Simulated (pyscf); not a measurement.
`[AsH3]` + `[GeH2]` [singlet] -> `[GeH2]=[AsH]` + `[H][H]`, a concerted two-bond exchange (singlet surface; As–H, As–H broken, As–Ge, H–H formed). PySCF, gas phase, ωB97X-D3(BJ)/def2-SVP geometries. Energies in kJ/mol from the separated reactants.

Small-basis levels: PySCF, no dispersion term, spherical d functions. AM1 to PM7: differences of heats of formation from MOPAC, which are fitted to 298 K values and so differ in kind from electronic energies by zero-point and thermal terms. Cost: rough CPU time at the saddle relative to B3LYP/6-31G*+LANL2DZ, from one job on a shared machine.

| level | barrier | reaction energy | cost |
|---|---|---|---|
| MP2/6-31G*+LANL2DZ | 172.1 | -81.3 | 0.2 |
| SVWN5/6-31G*+LANL2DZ | 62.3 | -93.7 | 0.8 |
| PBE/6-31G*+LANL2DZ | 97.7 | -88.6 | 1.0 |
| B3LYP/3-21G | 115.3 | -93.2 | 1 |
| B3LYP/LANL2DZ | 141.4 | -56.6 | 0.8 |
| PBE/def2-SVP | 63.2 | -78.3 | 4 |
| AM1 | 45.8 | -76.7 | under 0.02 |
| ωB97M-D3(BJ)/def2-TZVP | 96.1 | -57.6 | – |

Against the last row the barrier runs from -50.2 (AM1) to +76.0 kJ/mol (MP2/6-31G*+LANL2DZ). ωB97M-D3(BJ)/def2-TZVP has limits of its own. On the reactant side the descent ends in an adduct with a As–Ge contact, 36.3 kJ/mol under the separated species and 114.4 kJ/mol under the saddle at ωB97X-D3(BJ)/def2-TZVP. What is counted as formed (As–Ge) is already present as a longer contact in the reactant adduct; forming that adduct is a step of its own. At ωB97X-D3(BJ)/def2-TZVP the barrier from the zero used here is 78.0 kJ/mol. One saddle was located; it need not be the lowest between these sides. In the def2 sets elements up to Kr have no core potential.
